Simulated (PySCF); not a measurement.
Ionisation of methane

Parent: methane, `C` (CH4). Non-hydrogen atoms are numbered in `[CH4:1]`.

These are calculated values, B3LYP-D3(BJ)/ma-def2-TZVP in PySCF (grid level 2) at geometries from PBE0-D3(BJ)/def2-SVP. The prefix ma- adds one diffuse s and one diffuse p function on all atoms but H. Thermal corrections: PBE0-D3(BJ)/def2-SVP frequencies, unscaled, ideal gas at 298.15 K and 1 bar, quasi-RRHO entropy.

Frontier levels of the parent: HOMO -10.72 eV, LUMO -0.01 eV.

Oxidation to the radical cation:
```
Vertical ionisation energy (electronic)              : 14.11 eV
Adiabatic ionisation energy (with zero-point energy) : 12.46 eV
Adiabatic, electronic part                           : 12.70 eV
Vertical gap at the product's structure              : 11.06 eV
Inner reorganisation energy (four-point)             : 3047 meV
Relaxation of product / of parent                    : 1409 / 1638 meV
⟨S²⟩ of the product                                  : 0.752
Largest spin populations                             : C1 0.70
Largest changes of atomic charge                     : C1 0.21, H (on C1) 0.20, H (on C1) 0.20, H (on C1) 0.20
Distances that move most (Å)                         : C1–H 1.098 → 1.129; C1–H 1.098 → 1.129; C1–H 1.098 → 1.129; C1–H 1.098 → 1.129
```

Vertical ionisation energy: the gap is larger than usual, and may come from another state, site, conformer or species, from an onset or band maximum that doesn't mark the energy named, from the functional or basis, or from an outlying measurement.

Measured values (NIST Chemistry WebBook, evaluated or the median of agreeing entries): vertical ionisation energy 13.60 eV (computed 14.11, difference 0.51); adiabatic ionisation energy 12.61 eV (computed 12.46, difference -0.15).
